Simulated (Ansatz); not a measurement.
The input, for Ansatz 0.2.0:

```yaml
crystal:
  periodic: [false, false, false]
  atoms:
    - {symbol: Al, position_ang: [0.000000, 0.000000, 0.000000]}
    - {symbol: C, position_ang: [0.000000, 0.000000, 1.966767]}
basis:
  gaussian: {orbitals: STO-3G}
magnetization: {spin_polarized: false, initial_magnetization: 1}
hamiltonian: {pseudopotentials: {relativity: none}}
correlation: {active_space: {ras: {orbitals: [9, 1, 4], electrons: 19, max_holes: 2, max_particles: 2}, fixed_orbitals: true}}
scf: {lower_state_search: off}
```

```sh
$ ansatz run in.yaml --threads 1 --pin off --events-out ev --progress --plain --max-ram 2393MiB
```

The program prints:

```
these checks for a lower state are left out or cut short: stability, starts, cluster_reference, orbital_swaps, neighbouring_geometries, increment
155 factors; integrals over basis functions are off by at most 2.6e-5 eV
mean field evaluation 1: about -7508.1471 eV, gradient 2.6e1 eV
mean field evaluation 2: about -7508.1583 eV, gradient 2.6e1 eV
mean field evaluation 4: about -7511.7151 eV, gradient 3.3e0 eV
mean field evaluation 8: about -7512.1803 eV, gradient 8.5e-2 eV
mean field -7512.17992734 eV, -276.0675203912 hartree, gradient 5.6e-6 eV, S^2 0.750000; 0 other end points of the search recorded, 0 dependent functions left out
reference -7512.17992734 eV, -276.0675203912 hartree; 10, 9 occupied and 4, 5 virtual orbitals, 155 factors
state -7515.42568150 eV, -276.1867996566 hartree
Total energy: -7515.42568150 eV, -276.1867996566 hartree
Checks for a lower state left out: stability, starts, cluster_reference, orbital_swaps, neighbouring_geometries, increment
```

Ran on 1 thread of Arm Neoverse V1, shared host: 0.39 s wall, 0.07 GiB peak host memory.
